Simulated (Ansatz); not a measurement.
## Match the barriers

Saddle point of SiH5ClO, closed shell (SiH₃Cl ([SiH3][Cl]) + H₂O → SiH₃ClO ([OH][SiH2][Cl]) + H₂; bonds formed: Si1–O7, H2–H6; bonds broken: Si1–H2, H6–O7), PBE0-D4/def2-TZVP structure:

```xyz
8
angstrom
Si -0.4621 -0.2757 -0.2659
H 1.0975 -0.0267 -0.9310
H -0.4297 -1.7126 -0.6106
H -1.6173 -0.0931 0.6601
Cl -1.1614 0.9670 -1.7845
H 1.2990 0.2089 0.1290
O 0.7234 0.0864 1.1167
H 0.5506 0.8458 1.6863
```

Program: Ansatz 0.2.0. Basis: def2-TZVPP, with def2-QZVPP for the basis limit. Cores are frozen in the correlated methods. Extrapolation: Hartree–Fock as exp(−7.88 √X), correlation as X^−2.97. Four methods, as single points on the PBE0-D4 structures, gave these electronic barriers from the start structure: 1.107, 1.539, 1.750, 2.425 eV.

Task: The methods were, in alphabetical order, HF, MP2, r2SCAN-D4, SPW92. Which gave which? (Judge from chemistry; the calculation decides.)

Result: By the calculation: SPW92 1.107; r2SCAN-D4 1.539; MP2 1.750; HF 2.425 eV. For comparison, CCSD(T) at an estimated basis limit (MP2 extrapolated from triple and quadruple zeta, plus CCSD(T) − MP2 in triple zeta) gives 1.797 eV.

The T1 diagnostic stays at or below 0.011.

Labels in which every atom is bracketed show which atoms are joined, not bond orders.

For scale, one of the runs: CCSD(T)/def2-TZVPP, 185 basis functions, launched by `ansatz run in.yaml --threads 2 --pin off --events-out ev --progress --plain --max-ram 4352MiB`. Time: 39 s of wall clock on 2 CPU threads of an Arm Neoverse V1; the host was shared. Peak host memory: 1.8 GiB.
